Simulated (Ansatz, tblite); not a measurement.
**The cluster Sb₂As+: one state, many levels**

Aim: run the singlet of the cluster Sb₂As+ at one geometry on many levels, and compare frontier levels, spin and run time.

Computed with Ansatz 0.2.0, Gaussian basis. Level: as each input shows.

Levels to be run: GFN1-xTB, GFN2-xTB, PBE-D4/def2-TZVP, r2SCAN-D4/def2-TZVP, B97M-V/def2-TZVP, r2SCAN0-D4/def2-TZVP, HF/def2-TZVP, HSE06-D4/def2-TZVP, LDA/def2-TZVP, LC-ωPBE(0.10)/def2-TZVP, LC-ωPBE(0.15)/def2-TZVP, LC-ωPBE(0.20)/def2-TZVP, LC-ωPBE(0.30)/def2-TZVP, PBE-D4/def2-SVP, PBE0-D4/def2-SVP, CCSD(T)/def2-TZVPP, MP2/def2-TZVP, RPA/def2-TZVP.

1 further run of the same task is left out (set aside as unsound or not needed).

### 1 The relaxed structure

The singlet was relaxed beforehand with PBE-D4/def2-TZVP. At that level it is the lowest of the isomers that a small search found.

3 atoms, charge 1, spin multiplicity 1.

Bond lengths: As1–Sb2 2.552 Å, As1–Sb3 2.552 Å. Angles: Sb2–As1–Sb3 65.2°.

Sb takes a core potential in the def2 sets. No spin-orbit coupling is included. The ion is computed in the gas phase, without counter-ions or solvent.

PBE0-D4/def2-TZVP was run before; its log isn't repeated, and its numbers join the tables.

### 2 GFN1-xTB

Tight binding, by tblite at 300 K electronic temperature and without a spin-polarisation term:

```python
tblite.interface.Calculator('GFN1-xTB', numbers, positions, charge=1, uhf=0).singlepoint()
```

Energy -188.4183 eV, HOMO -16.95 eV, LUMO -15.38 eV; 0.007 s.

### 3 GFN2-xTB

Tight binding, by tblite at 300 K electronic temperature and without a spin-polarisation term:

```python
tblite.interface.Calculator('GFN2-xTB', numbers, positions, charge=1, uhf=0).singlepoint()
```

Energy -175.2692 eV, HOMO -14.73 eV, LUMO -13.20 eV; 0.007 s.

### 4 PBE-D4/def2-TZVP

start.molden holds the orbitals of an earlier run on this state, given as this run's starting guess.

Contents of in.yaml:

```yaml
crystal:
  periodic: [false, false, false]
  atoms:
    - {symbol: As, position_ang: [0.285803, -1.011673, 0.974743]}
    - {symbol: Sb, position_ang: [-1.255135, 0.880938, 0.228061]}
    - {symbol: Sb, position_ang: [0.969332, 0.130735, -1.202795]}
basis:
  gaussian: {orbitals: def2-TZVP, initial_orbitals: start.molden}
total_charge: 1
hamiltonian: {xc: pbe, dispersion: d4}
scf: {omitted_lower_state_checks: [starts]}
output: {orbitals: {seedname: orbitals}}
```

Launch:

```bash
> ansatz run in.yaml --threads 4 --pin off --events-out ev --progress --plain --max-ram 3916MiB
```

After this run come: r2SCAN-D4/def2-TZVP; B97M-V/def2-TZVP; r2SCAN0-D4/def2-TZVP; HF/def2-TZVP; HSE06-D4/def2-TZVP; LDA/def2-TZVP; LC-ωPBE(0.10)/def2-TZVP; LC-ωPBE(0.15)/def2-TZVP; LC-ωPBE(0.20)/def2-TZVP; LC-ωPBE(0.30)/def2-TZVP; PBE-D4/def2-SVP; PBE0-D4/def2-SVP; CCSD(T)/def2-TZVPP; MP2/def2-TZVP; RPA/def2-TZVP.

Before running them: what should the planned runs give, taken together? Wanted: gap in def2-TZVP, named functionals and Hartree-Fock, smallest and largest; gap over the ω; correlation energy, CCSD(T)/def2-TZVPP; correlation energy, MP2/def2-TZVP; PBE0 total energy, smallest basis above largest.

The runs gave:

```
                                                                  quantity                           value
gap in def2-TZVP, named functionals and Hartree-Fock, smallest and largest     1.80 eV (LDA), 8.09 eV (HF)
                                                   gap over the ω (1/bohr)  4.59 eV at 0.1, 7.13 eV at 0.3
                                    correlation energy, CCSD(T)/def2-TZVPP                       -25.00 eV
                                         correlation energy, MP2/def2-TZVP                       -24.92 eV
                           PBE0 total energy, smallest basis above largest   7.95 eV (def2-SVP, def2-TZVP)
```

Over the named functionals and Hartree-Fock in def2-TZVP the gap runs from 1.80 eV (LDA) to 8.09 eV (HF); exact exchange widens it. Raising the ω (1/bohr) from 0.1 to 0.3 moves the HOMO by -1.41 eV and the LUMO by +1.13 eV.
